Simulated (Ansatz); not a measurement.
**HNO3 (peroxynitrous acid) at RPA@PBE/6-311+G(d,p)**

Aim: the energy change on altering one bond length of HNO3 (peroxynitrous acid) at RPA@PBE/6-311+G**, from 2 runs. 

The calculation is run with Ansatz 0.2.0.

51 further runs of the same task are left out: 51 set aside as unsound or not needed.

## (1) The structure to begin with

HNO3 has 5 atoms, charge 0, and is taken as a singlet. As SMILES, `O=NOO`. The coordinates come from a PBE0-D4/def2-TZVP relaxation. This is one conformer, not always the lowest.

Bond lengths: O1–N2 1.180 Å, N2–O3 1.353 Å, O3–O4 1.401 Å, O4–H5 0.984 Å. Angles: O1–N2–O3 114.6°, N2–O3–O4 114.1°, O3–O4–H5 101.0°.

## (2) A single-point energy at RPA@PBE/6-311+G(d,p)

Contents of run.yaml:

```yaml
crystal:
  periodic: [false, false, false]
  atoms:
    - {symbol: O, position_ang: [0.136350, -0.835310, 0.979060]}
    - {symbol: "N", position_ang: [-0.871770, -0.628300, 0.400790]}
    - {symbol: O, position_ang: [-0.775090, 0.288530, -0.589000]}
    - {symbol: O, position_ang: [0.508600, 0.826880, -0.747550]}
    - {symbol: H, position_ang: [1.001920, 0.348200, -0.043280]}
basis:
  gaussian: {orbitals: 6-311+G_st__st_.json}
hamiltonian: {xc: pbe}
correlation: {method: rpa, frozen_orbitals: {H: 0, "N": 1, O: 1}}
accuracy: high
```

The basis set 6-311+G** is read from a file made from the Basis Set Exchange's data (not shown).

Run with:

```sh
$ ansatz run run.yaml --threads 1 --pin off --max-ram 3480MiB --events-out events.jsonl --progress --plain --runs-dir runs
```

The program printed:

```text
Warning: RAYON_NUM_THREADS=1 ignored (pool sized by the plan → 1); use --threads N
Functional definition: PBE
  name "PBE"
  parameter kappa = 0.804
  parameter beta = 0.06672455060314922
  exchange = pbe_x(kappa = kappa, mu = beta*pi^2/3)
  correlation = pbe_c(beta = beta)
1794 factors; integrals over basis functions are off by at most 2.9e-9 eV
mean field evaluation 1: about -7633.4388 eV, gradient 5.1e1 eV
mean field evaluation 2: about -7633.4413 eV, gradient 5.1e1 eV
mean field evaluation 4: about -7634.8236 eV, gradient 3.7e1 eV
mean field evaluation 8: about -7637.3363 eV, gradient 9.4e-1 eV
mean field evaluation 16: about -7637.3374 eV, gradient 1.9e-5 eV
mean field -7637.33735721 eV, -280.6669711044 hartree, gradient 7.3e-8 eV, S^2 0.000000; 0 other end points of the search recorded, 0 dependent functions left out
4 core orbitals not correlated: weight in the atoms' cores, before any rotation towards them, 1.000 or more for the frozen orbitals, at most 0.000 for the correlated occupied ones
reference -7602.93411077 eV, -279.4026751170 hartree; 12, 12 occupied and 78, 78 virtual orbitals, 1794 factors
Total energy: -7635.17051941 eV, -280.5873412840 hartree
```

It took 9 s on 1 thread of Arm Neoverse V2, shared host; peak memory 0.37 GiB.

## (3) The distorted shape at the same level

Contents of in.yaml:

```yaml
crystal:
  periodic: [false, false, false]
  atoms:
    - {symbol: O, position_ang: [-0.505486, -1.104481, 1.058334]}
    - {symbol: "N", position_ang: [-1.513606, -0.897471, 0.480064]}
    - {symbol: O, position_ang: [-1.416926, 0.019359, -0.509726]}
    - {symbol: O, position_ang: [0.508600, 0.826880, -0.747550]}
    - {symbol: H, position_ang: [1.001920, 0.348200, -0.043280]}
basis:
  gaussian:
    orbitals: 6-311+G_st__st_.json
hamiltonian:
  xc: pbe
correlation:
  method: rpa
  frozen_orbitals: {H: 0, "N": 1, O: 1}
accuracy: high
```

The basis set 6-311+G** is read from a file made from the Basis Set Exchange's data (not shown).

Run with:

```sh
$ ansatz run in.yaml --threads 1 --pin off --max-ram 3480MiB --events-out events.jsonl --progress --plain --runs-dir runs
```

The program printed:

```text
Warning: RAYON_NUM_THREADS=1 ignored (pool sized by the plan → 1); use --threads N
[... 6 set-up lines as earlier in the session ...]
1757 factors; integrals over basis functions are off by at most 3.2e-9 eV
mean field evaluation 1: about -7626.1789 eV, gradient 7.3e1 eV
mean field evaluation 2: about -7626.1761 eV, gradient 7.3e1 eV
mean field evaluation 4: about -7631.3417 eV, gradient 5.5e1 eV
mean field evaluation 8: about -7636.1430 eV, gradient 6.8e0 eV
mean field evaluation 16: about -7636.2404 eV, gradient 4.5e-3 eV
mean field evaluation 32: about -7635.8711 eV, gradient 1.0e1 eV
mean field evaluation 64: about -7601.8792 eV, gradient 6.6e1 eV
mean field -7636.24037306 eV, -280.6266576802 hartree, gradient 3.2e-8 eV, S^2 0.000000; 3 other end points of the search recorded, 0 dependent functions left out; unrestricted orbitals would lower it
unrestricted determinant -7605.15211328 eV, -279.4841852059 hartree, S^2 1.1016
4 core orbitals not correlated: weight in the atoms' cores, before any rotation towards them, 1.000 or more for the frozen orbitals, at most 0.000 for the correlated occupied ones
reference -7599.40818893 eV, -279.2730998793 hartree; 12, 12 occupied and 78, 78 virtual orbitals, 1757 factors
Total energy: -7634.37538499 eV, -280.5581206328 hartree
```

Wall time 13 s (1 thread of Arm Neoverse V2, shared host); peak memory 0.38 GiB.

## (4) Outcome

At RPA@PBE/6-311+G**, 4 core orbitals frozen:

```
                                                         quantity          value
                                        first shape: total energy  -280.58734 Eh
                    first shape: RPA correlation energy (valence)    -1184.7 mEh
                                    distorted shape: total energy  -280.55812 Eh
                distorted shape: RPA correlation energy (valence)    -1285.0 mEh
energy change with the O3–O4 bond stretched from 1.401 to 2.101 Å       0.795 eV
```

**Reading.** One bond (distorted shape) is far stretched, which a spin-restricted single reference describes badly; a broken-symmetry solution may lie lower. With the O3–O4 bond stretched from 1.401 to 2.101 Å the energy rises by 0.80 eV (18.3 kcal/mol). The first shape isn't relaxed at this level, so the change isn't measured from a minimum. A restricted reference can't describe the breaking bond well at this length. The restricted solution (distorted shape) is unstable to spin breaking: an unrestricted one lies lower.
